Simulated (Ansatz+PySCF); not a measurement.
A calculation with Ansatz (development build ahead of 0.2.0).

```yaml
crystal:
  periodic: [false, false, false]
  atoms:
    - { symbol: C, position_ang: [0.0, 0.0, 0.0] }
    - { symbol: Si, position_ang: [0.70173, 0.93564, 2.02572] }
basis:
  gaussian: { orbitals: STO-3G }
hamiltonian:
  xc: hf
correlation:
  method: fci
  frozen_orbitals: { C: 1, Si: 5 }
```

The input is written out in the form of the current development build from the run's settings.

The run gave:

```json
{
 "Converged": "yes",
 "Total energy": "-322.76459 hartree",
 "State": "lowest singlet root, of any spatial symmetry"
}
```

Caution: another spin multiplicity may lie lower.
